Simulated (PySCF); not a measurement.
# NaSi: from the state search to spectroscopic constants

One job finds the state of NaSi, follows it along the bond with each method and fits the curves.

Program: PySCF 2.14.0. Level of theory: Na x2c-TZVPPall, Si x2c-TZVPPall, spin-free X2C with a Gaussian nucleus. These are calculated values, not measurements.

### Step 1. Set-up

The job is set up so:

```yaml
atoms: Na, Si
charge: 0
basis: Na x2c-TZVPPall, Si x2c-TZVPPall
Hamiltonian: spin-free X2C with a Gaussian nucleus
basis_functions: 74
electrons_treated: 25
masses_in_u: 22.9898, 27.9769
levels: PBE0, PBE, r²SCAN, PW91, LDA, B97-3, BHandHLYP, LC-ωPBE, HF, MP2, SCS-MP2, CCSD, CCSD(T)
grid: 80 radial by 434 angular points
occupations: held fixed by the projection of orbital angular momentum
dissociation_limit: Na + Si, each in its ground configuration
starting_distance_in_angstrom: 2.690
values_of_2S_to_try: 1, 3
```

On the command line:

```
$ OMP_NUM_THREADS=1 python dia.py task.json out
```

After this run come: PBE0 along the bond; Higher solutions at PBE0; PBE (GGA); r²SCAN (meta-GGA); PW91; LDA; B97-3 (global hybrid GGA); BHandHLYP (global hybrid GGA); LC-ωPBE (range-separated hybrid); UHF; MP2 and coupled cluster.

Q: Predict the outcome of this session. Wanted: for each run, Re; ωe; De; μ.

**Answer**, as computed:

Lowest PBE0 solution found, without spin–orbit coupling: ⁴Σ⁻ (quartet), unpaired electrons σ ↑, π ↑↑. State 2 has its PBE0 minimum 0.45 eV higher, as a spin-mixed determinant (⟨S²⟩ = 1.77), so this is no gap between pure states. State 3 has its PBE0 minimum 0.51 eV higher. State 4 has its PBE0 minimum 1.34 eV higher. The other levels ran on the lowest alone.

| level | Re (Å) | ωe (cm⁻¹) | De (eV) | μ (D) |
| --- | --- | --- | --- | --- |
| UHF | 2.734 | 257.6 | 0.92 | -8.26 |
| UHF-MP2 | 2.696 | 263.3 | 1.40 | n/a |
| UHF-SCS-MP2 | 2.701 | 262.2 | 1.24 | n/a |
| UHF-CCSD | 2.699 | 261.3 | 1.34 | n/a |
| UHF-CCSD(T) | 2.697 | 261.4 | 1.39 | n/a |
| LDA | 2.663 | 254.9 | 1.63 | -6.29 |
| PBE | 2.710 | 246.5 | 1.45 | -6.49 |
| PW91 | 2.707 | 247.8 | 1.47 | -6.54 |
| r²SCAN | 2.704 | 257.5 | 1.58 | -7.31 |
| PBE0 | 2.695 | 256.7 | 1.43 | -7.11 |
| B97-3 | 2.697 | 260.2 | 1.36 | -7.59 |
| BHandHLYP | 2.689 | 258.2 | 1.14 | -7.18 |
| LC-ωPBE | 2.671 | 270.8 | 1.43 | -7.95 |

De is counted to Na + Si in their ground configurations. A positive dipole means Na(−)Si(+).

Differences from CCSD(T) in the same basis:

| level | Re (mÅ) | ωe (%) |
| --- | --- | --- |
| UHF | +36 | -1.5 |
| UHF-MP2 | -1 | +0.7 |
| UHF-SCS-MP2 | +4 | +0.3 |
| UHF-CCSD | +1 | 0.0 |
| LDA | -34 | -2.5 |
| PBE | +13 | -5.7 |
| PW91 | +10 | -5.2 |
| r²SCAN | +7 | -1.5 |
| PBE0 | -2 | -1.8 |
| B97-3 | 0 | -0.5 |
| BHandHLYP | -8 | -1.2 |
| LC-ωPBE | -26 | +3.6 |

**Reading.** Against CCSD(T) in the same basis, the bond length is nearest at B97-3 (0 mÅ) and farthest at UHF (+36 mÅ); the wavenumber is nearest at UHF-CCSD (0.0 %) and farthest at PBE (-5.7 %). Among the levels with a De in the table, it runs from 0.92 eV (UHF) to 1.63 eV (LDA).

Correlated steps freeze 6 core orbitals.
